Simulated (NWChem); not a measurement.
Species: chloromethane (CH3Cl); SMILES ClC

```xyz
5

C      0.0000     0.0000    -1.1109
Cl     0.0000     0.0000     0.6644
H      0.7330     0.7330    -1.4701
H      0.2683    -1.0013    -1.4701
H     -1.0013     0.2683    -1.4701
```
Atoms are numbered in this order, from 1.

Program: NWChem. Geometry optimised at PBE0/def2-SVP; all other runs use it. 

| quantity | level | value |
|---|---|---|
| solvation free energy (kcal/mol) in water | PBE0/def2-SVP, SMD | -0.4 |
| vertical, lowest excitation, singlet (eV) | B3LYP/def2-SVPD, TDA | 7.19 |
| vertical ionisation energy, ΔSCF (eV) | B3LYP/def2-SVP | … |
| isotropic polarisability (bohr³), static | B3LYP/def2-SVPD | … |
| dipole (D) | PBE0/def2-SVP | 1.87 |
| highest harmonic frequency (cm⁻¹) | PBE0/def2-SVP | … |

Task: Complete the blanks.

Result: 
- vertical ionisation energy, ΔSCF (eV), value: 11.17
- isotropic polarisability (bohr³), static, value: 29.5
- highest harmonic frequency (cm⁻¹), value: 3207
